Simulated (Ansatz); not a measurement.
A made-up structure of Si$_{2}$H$_{3}$O, doublet:

O1  (0.814, -1.974, 1.590)
Si2  (0.841, -1.541, 0.126)
Si3  (-0.263, 0.582, -0.338)
H4  (-1.348, 0.287, -1.308)
H5  (0.753, 1.457, -0.976)
H6  (1.662, -2.544, -0.452)
(Å)

It is relaxed with PBE-D4/def2-SVP and then PBE0-D4/def2-TZVP (Ansatz 0.2.0). Atoms count as bonded within 1.22 times the sum of their covalent radii (H–H: 0.88 Å). The end point is not checked to be a true minimum.

Problem. Does its bonding change? (A judgement: the text doesn't fix the answer.)

Solution. The calculation gives: No: no bond forms or breaks.

Where it ends: The first stage lowers the energy by 0.87 eV in 11 steps. It ends as Si₂H₃O ([O][SiH][SiH2]):
| atom | x (Å) | y (Å) | z (Å) |
| --- | --- | --- | --- |
| O1 | 0.1467 | -2.4103 | 1.3103 |
| Si2 | 0.8726 | -1.5476 | 0.2857 |
| Si3 | -0.0073 | 0.3587 | -0.5883 |
| H4 | -1.4391 | 0.6807 | -0.4059 |
| H5 | 0.6232 | 0.9890 | -1.7726 |
| H6 | 2.2633 | -1.8027 | -0.1865 |

Labels in which every atom is bracketed show which atoms are joined, not bond orders.

For scale, one of the runs: PBE0-D4/def2-TZVP relaxation, 123 basis functions, launched by `ansatz run in.yaml --threads 2 --pin off --events-out ev --progress --plain --max-ram 4352MiB`. The run took about 23 s on 2 CPU threads of an Arm Neoverse V1 (shared host).
